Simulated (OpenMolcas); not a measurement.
## What BNH2Cl (SMILES N[B]Cl) costs in OpenMolcas

The species is BNH2Cl (5 atoms), meant as a doublet with charge 0. As SMILES, `N[B]Cl`. The coordinates come from a PBE0-D4/def2-TZVP relaxation. This is one conformer, not always the lowest.

```xyz
5

N    -0.3340    0.4121   -0.2567
B    -0.0984   -0.5446    0.7044
Cl    1.3432   -1.5262    0.7846
H    -1.1767    0.9599   -0.2731
H     0.3158    0.6251   -1.0006
```

Program: OpenMolcas 26.06. Hardware: 1 thread of Arm Neoverse V2, shared host, so times are rough. Two-electron integrals are exact unless an approximation is named.

Q: Estimate their order by wall time, quickest first.
A. gradient at UB3LYP/6-31G* (spherical functions), grid UltraFine
B. gradient at U-revPBE/def2-TZVP, grid UltraFine
C. gradient at UHF/STO-3G

A: C (1.8 s), A (16 s), B (47 s).
